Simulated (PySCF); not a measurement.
C5H5N.
SMILES: `CC#C[C@@H]1C=N1`

Method: TDDFT wB97X-D/def2-SVPD, vertical, gas phase, core orbitals frozen in the response (PySCF 2.14.0, density-fitted response routines). Geometry: PBE0-D3(BJ)/def2-SVP; no solvent, vibrations or thermal averaging.

Broadening: Gaussians 0.25 eV wide at half height, area fixed by f = 4.319×10⁻⁹ ∫ε dν̃. The width is an assumption, not a result. The curve ends short of the highest state used, and states not computed would add to its high-energy end.

(λ (nm), ε (L mol⁻¹ cm⁻¹)): (169.0, 1089), (171.5, 456), (174.0, 1083), (176.4, 2393), (178.9, 3724), (181.4, 4234), (183.8, 3050), (186.3, 1831), (188.8, 2059), (191.2, 2239), (193.7, 1574), (196.2, 1202), (198.6, 1650), (201.1, 2126), (203.6, 2002), (206.0, 1571), (208.5, 1061), (211.0, 569), (213.5, 221), (215.9, 64), (218.4, 12), (220.9, 2), (223.3, 0), (225.8, 0), (228.3, 0), (230.7, 0), (233.2, 0), (235.7, 2), (238.1, 9), (240.6, 38), (243.1, 121), (245.5, 285), (248.0, 545), (250.5, 824), (252.9, 994), (255.4, 984), (257.9, 798), (260.3, 548), (262.8, 311), (265.3, 150), (267.7, 64), (270.2, 23), (272.7, 7), (275.2, 2)

Q: Locate the maxima and give the states behind the curve.

A: 254 nm (4.88 eV), ε about 1000, made up of S1 (100%); 202 nm (6.14 eV), ε about 2200, made up of S2 (15%) and S3 (85%); 190 nm (6.51 eV), ε about 2300, made up of S4 (98%); 181 nm (6.85 eV), ε about 4300, made up of S5 (85%) and S6 (15%) (ε in L mol⁻¹ cm⁻¹; maxima over ε = 5, shares over 10%). At its high-energy end, 7.34 eV, the curve is still rising (ε about 1100, from S7, S8 and S9). The states used: S1 4.88 eV (f 0.0094); S2 5.99 eV (f 0.0086); S3 6.17 eV (f 0.017); S4 6.50 eV (f 0.021); S5 6.83 eV (f 0.035); S6 7.01 eV (f 0.017); S7 7.29 eV (f 0.0012); S8 7.47 eV (f 0.017); S9 7.61 eV (f 0.035); S10 7.94 eV (f 0.070).

Q: What would ε be at 6.85 eV, the highest of these maxima, with half the width (0.125 eV)?

A: About 6800 L mol⁻¹ cm⁻¹ against 4270, a factor of about 1.6; a lone state at its own centre would give exactly 2.

Q: Does any computed singlet lie in the visible range?

A: No computed singlet lies in the visible range (380 to 750 nm); the lowest, at 254 nm, stands 1.62 eV above its violet end (3.26 eV).

Q: On this curve, what absorbance would a 10⁻⁵ mol/L sample give at 254 nm over a 1 cm path?

A: 254 nm is 4.881 eV, where ε is about 1000 L mol⁻¹ cm⁻¹, so A = ε c l ≈ 0.01 (Beer–Lambert, with the gas-phase spectrum and the assumed width).

All these states lie below the vertical ionisation energy of 9.08 eV (ΔSCF).
